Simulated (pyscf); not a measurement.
# Four-centre exchange: HO–Si(F)(F)–F + HCl → HO–SiH(F)–F + F–Cl

Gas phase, singlet surface, charge 0. Bonds broken: Si2–F3, Cl7–H8. Bonds formed: Si2–H8, F3–Cl7. Structures and frequencies: ωB97X-D3(BJ)/def2-SVP in PySCF.

Transition state (Å):

```xyz
8

O     -0.2070     1.3168     0.6780
Si    -1.0275     0.1861    -0.1734
F      0.6601    -0.7860    -0.4593
F     -2.4075     0.9622    -0.5200
F     -1.5635    -1.1079     0.6216
H      0.7075     1.0901     0.8809
Cl     0.8118    -0.6708    -2.4100
H     -0.7228    -0.0341    -1.7367
```

One imaginary mode, 1150i cm⁻¹; descent along it reached the two sides named.

```csv
bond,change,reactant side (Å),saddle,product side
Si2–F3,breaks,1.598,1.968,3.3
Cl7–H8,breaks,1.288,1.793,3.2
Si2–H8,forms,3.2,1.608,1.472
F3–Cl7,forms,3.3,1.960,1.653
```

Electronic energies relative to the separated reactants (kJ/mol):

```json
[
 {"level": "ωB97X-D3(BJ)/def2-TZVP", "barrier": "635.3", "reaction energy": "+433.7", "reverse barrier": "201.6"},
 {"level": "PBE/def2-TZVP", "barrier": "547.1", "reaction energy": "+411.5", "reverse barrier": "135.6"},
 {"level": "r²SCAN/def2-TZVP", "barrier": "592.3", "reaction energy": "+443.9", "reverse barrier": "148.3"},
 {"level": "B3LYP-D3(BJ)/def2-TZVP", "barrier": "600.3", "reaction energy": "+426.9", "reverse barrier": "173.4"},
 {"level": "PBE0-D3(BJ)/def2-TZVP", "barrier": "611.4", "reaction energy": "+434.7", "reverse barrier": "176.7"},
 {"level": "M06-2X/def2-TZVP", "barrier": "656.5", "reaction energy": "+448.3", "reverse barrier": "208.2"},
 {"level": "ωB97M-D3(BJ)/def2-TZVP", "barrier": "630.9", "reaction energy": "+436.5", "reverse barrier": "194.3"},
 {"level": "HF/def2-TZVP", "barrier": "792.6", "reaction energy": "+469.8", "reverse barrier": "322.8"}
]
```

With ωB97M-D3(BJ)/def2-TZVP energies and thermal terms (ideal gas, 1 atm, RRHO with modes under 100 cm⁻¹ raised to 100, one conformer, R ln 2 for chiral ones without a mode under 150 cm⁻¹), in kJ/mol:

```tsv
T (K)	ΔH‡	ΔG‡	ΔH	ΔG
298	625.5	670.1	+436.3	+433.8
600	625.9	715.3	+434.8	+431.9
900	627.7	759.6	+434.4	+430.6
1200	629.8	803.2	+434.4	+429.3
```

The same reactants have a lower exit, to HO–Si(F)(F)–F + HCl (barrier +146.1 kJ/mol at ωB97M-D3(BJ)/def2-TZVP, against +630.9 kJ/mol here). This is the saddle that the search found; another between the same sides may lie lower. One closed-shell reference is unstable to symmetry breaking; treat the single-reference values with care.
